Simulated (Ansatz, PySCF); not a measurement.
System: chloroform, CHCl3 (charge 0, singlet). SMILES: ClC(Cl)Cl
Geometry from a B3LYP-D3(BJ)/def2-TZVP (Ansatz, a program for electronic structure) optimisation:
```xyz
5

C     -0.0077     0.0005     0.4558
H     -0.0259     0.0016     1.5371
Cl     0.0149     1.6916    -0.0853
Cl     1.4596    -0.8576    -0.0583
Cl    -1.4702    -0.8343    -0.1077
```
Charge 0, spin multiplicity 1.


Wanted: enthalpy of formation at 298 K (from the atomisation energy, B3LYP-D3(BJ)/def2-TZVP harmonic zero-point and thermal terms from PySCF, and the atoms' enthalpies of formation in the G2/97 table; no spin-orbit terms, and no core term in the frozen-core levels), in kcal/mol. Correlated levels leave the core frozen unless marked. Open shells are spin-unrestricted. No spin-orbit coupling. Non-relativistic. The coupled-cluster limit lacks core correlation, which all-electron functionals hold. Basis-set limits of correlation are two-point, X^-3; Hartree-Fock from the larger set. The bracket is a focal-point correction in the basis named.

| level | program | enthalpy of formation at 298 K (kcal/mol) |
|---|---|---|
| HF/aug-cc-pV(T+d)Z | Ansatz | 95.5 |
| revPBE-D4/def2-TZVPD | Ansatz + dftd4 | -32.4 |
| TPSSh-D4/def2-TZVPD | PySCF + dftd4 | -27.0 |
| HSE06-D4/def2-TZVPD | Ansatz + dftd4 | -32.7 |
| LC-wPBE-D3(BJ)/def2-TZVPD | Ansatz + dftd3 | -24.1 |
| MP2/aug-cc-pV(D+d)Z | Ansatz | -13.0 |
| RI-MP2/cc-pV(Q+d)Z | Ansatz | -36.3 |
| SCS-MP2/6-31G | Ansatz | 73.1 |
| RI-MP2/CBS(cc-pV(T+d)Z,cc-pV(Q+d)Z)+[CCSD(T)-MP2]/cc-pV(Q+d)Z | Ansatz | -25.6 |
| CCSD(T)/CBS(cc-pV(T+d)Z,cc-pV(Q+d)Z) | Ansatz | -25.7 |
